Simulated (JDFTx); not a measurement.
Part of a log of JDFTx (a modified build) for propane, C3H8 (SMILES CCC), charge 0, multiplicity 1 (PBE, GBRV ultrasoft potentials, plane waves to 20/100 Ha):

```
unit cell volume = 14384.1
Chosen fftbox size, S = [  126  108  108  ]
unit cell volume = 14384.1
Chosen fftbox size, S = [  112  96  96  ]
  'C' pseudopotential, 'SLA  PW   PBE  PBE' functional
  4 valence electrons, 2 orbitals, 4 projectors, 721 radial grid points, with lMax = 1
  'H' pseudopotential, 'SLA  PW   PBX  PBC' functional
  1 valence electrons, 1 orbitals, 2 projectors, 615 radial grid points, with lMax = 0
Initialized 2 species with 11 total atoms.
Folded 1 k-points by 1x1x1 to 1 k-points.
nElectrons:  20.000000   nBands: 10   nStates: 1
average nbasis = 61453.000 , ideal nbasis = 61449.864
Correction to mu due to finite nuclear width = -0.00137958
   Cavity determined by rhoMin: 0.0001  rhoMax: 0.0015
   Effective cavity tension: 1.60576e-06 Eh/bohr^2 and pressure: 0 Eh/bohr^3 to account for cavitation and dispersion.
[...]
	Linear fluid (dielectric constant: 78.4, screening length: 8.12261 Bohr) occupying 0.936952 of unit cell:	Completed after 25 iterations
[... later lines of the fluid solver are left out ...]
ElecMinimize: Iter:   0  Etot: -21.879655533410364  |grad|_K:  5.117e-06  alpha:  1.000e+00
ElecMinimize: Iter:   1  Etot: -21.879673419292736  |grad|_K:  1.911e-06  alpha:  1.111e+00  linmin: -2.096e-02
[... lines cut ...]
ElecMinimize: 	Step failed: resetting search direction.
ElecMinimize: Iter:   8  Etot: -21.879676685156120  |grad|_K:  6.558e-08  alpha:  1.623e-03
ElecMinimize: Iter:   9  Etot: -21.879676687836756  |grad|_K:  3.618e-08  alpha:  1.014e+00  linmin:  6.209e-04
ElecMinimize: Iter:  10  Etot: -21.879676689019529  |grad|_K:  1.654e-08  alpha:  1.472e+00  linmin:  1.821e-03
ElecMinimize: Converged (|Delta Etot|<1.000000e-07 for 2 iters).

# Energy components:
   A_diel =        0.0002834002853826
   Eewald =       27.2900323063508274
       EH =       43.2518700861010075
     Eloc =     -100.1522312903741749
      Enl =        2.1274360516489828
      Exc =       -8.3539890130208665
 Exc_core =        0.1010256970964070
       KE =       13.8558960728929144
-------------------------------------
     Etot =      -21.8796766890195293


	eMin: -0.708290 at state 0 ( [ +0.000000 +0.000000 +0.000000 ] spin 0 )
	HOMO: -0.284192 at state 0 ( [ +0.000000 +0.000000 +0.000000 ] spin 0 )
```

Q: Which solvation model was used?
A. SaLSA
B. SCCS (g09 parameters)
C. linear PCM without cavity terms (LA12)
D. linear PCM (GLSSA13)

A: B, SCCS (g09 parameters). The liquid was water (dielectric constant 78.4), 0.5 M NaF.
